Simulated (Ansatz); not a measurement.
Relaxation of H₉NSi₂ (12 atoms, charge 0, multiplicity 1), to a largest force component of 0.03 eV/Å in at most 50 steps.

Theory: RKS PBE0-D4/def2-SVP in Ansatz 0.2.0.

```xyz
12
Properties=species:S:1:pos:R:3:forces:R:3
Si -1.051 0.770 0.123 -1.12 0.22 0.52
N 0.289 -1.915 1.011 0.11 -0.25 -0.05
H -1.947 -0.335 -0.334 0.00 0.00 0.00
H -0.874 0.718 1.606 0.01 -0.01 -0.02
H -1.768 2.057 -0.162 -0.02 0.00 -0.01
H 0.714 -1.599 0.141 -0.04 -0.13 0.13
Si 0.888 0.853 -1.030 0.99 0.13 -0.65
H 0.416 -1.193 1.711 0.04 0.04 0.06
H -0.709 -2.029 0.858 0.04 0.00 -0.01
H 1.960 1.471 -0.189 0.01 0.00 0.01
H 1.374 -0.489 -1.479 -0.01 -0.01 0.01
H 0.707 1.693 -2.255 0.00 0.01 0.01
```

Where does it end, and by what steps?

It converged. The force dipped under the threshold on the way, but the program's further checks kept it going. After 19 steps the energy has fallen by 0.133 eV; H10 moved furthest, 0.65 Å.

| step | energy less start (eV) | largest force component (eV/Å) | accepted |
| --- | --- | --- | --- |
| 0 | 0.0000 | 1.124 | yes |
| 1 | -0.1053 | 0.202 | yes |
| 2 | -0.1141 | 0.169 | yes |
| 3 | -0.1192 | 0.055 | yes |
| 4 | -0.1196 | 0.032 | yes |
| 5 | -0.1202 | 0.007 | yes |
| 6 | -0.1207 | 0.043 | yes |
| 7 | -0.1211 | 0.097 | yes |
| 8 | -0.1217 | 0.106 | yes |
| 9 | -0.1196 | 0.342 | no |
| 10 | -0.1224 | 0.069 | yes |
| 11 | -0.1241 | 0.074 | yes |
| 12 | -0.1246 | 0.211 | yes |
| 13 | -0.1281 | 0.097 | yes |
| 14 | -0.1310 | 0.007 | yes |
| 15 | -0.1306 | 0.119 | no |
| 16 | -0.1325 | 0.060 | yes |
| 17 | -0.1325 | 0.067 | no |
| 18 | -0.1332 | 0.018 | yes |
| 19 | -0.1334 | 0.015 | yes |

```xyz
12
Properties=species:S:1:pos:R:3
Si -1.261 0.888 0.029
N 0.486 -1.942 1.126
H -2.071 -0.312 -0.350
H -1.124 0.926 1.518
H -2.006 2.110 -0.405
H 0.817 -1.987 0.165
Si 0.851 0.824 -1.007
H 0.872 -1.100 1.548
H -0.526 -1.843 1.100
H 1.943 0.855 0.015
H 0.998 -0.420 -1.826
H 1.022 2.002 -1.913
```

Whether the end is a true minimum wasn't checked by a vibrational analysis.

The run took 31 s on 2 threads of Arm Neoverse V2, with other jobs on the host, peak memory 0.18 GiB.
